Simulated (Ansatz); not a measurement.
Reaction (hydrogenolysis of a C–F bond): `Fc1ccco1` + H₂ → furan + H–F

Gas-phase electronic energies from Ansatz, PBE0-D4/def2-TZVP geometries. CCSD(T)/CBS is the MP2 limit (def2-TZVPP, def2-QZVPP) plus CCSD(T) − MP2 in def2-TZVPP, frozen cores. This one scheme is used for every species. Functionals use def2-TZVPP.

```json
{"level": "BLYP-D4", "ΔE (kJ/mol)": "-90.2"}
{"level": "r2SCAN-D4", "ΔE (kJ/mol)": "-88.7"}
```

What does CCSD(T)/CBS give? (An estimate is asked.)

The calculation gave: -109.8 kJ/mol. The listed levels differ from it by 19.6, 21.1 kJ/mol.

Largest T1 diagnostic among the species: 0.013.

Leaving LDA and LC-ωPBE aside and taking each functional with its dispersion term where it has one, the values, not all of them listed here, spread over 15.2 kJ/mol, from PBE-QIDH to r2SCAN-D4. LDA lies +7.3 kJ/mol from PBE without D4. From BLYP to BHLYP (50 % exact exchange), in def2-TZVPP and without D4, ΔE moves by −8.4 kJ/mol. At CCSD(T), def2-SVP lies +21.8 kJ/mol from the extrapolated value and def2-TZVPP +5.2 kJ/mol.

CCSD(T)/CBS has its own doubt, a few kJ/mol and more with outer-core shells, so smaller differences from it don't rank the levels.
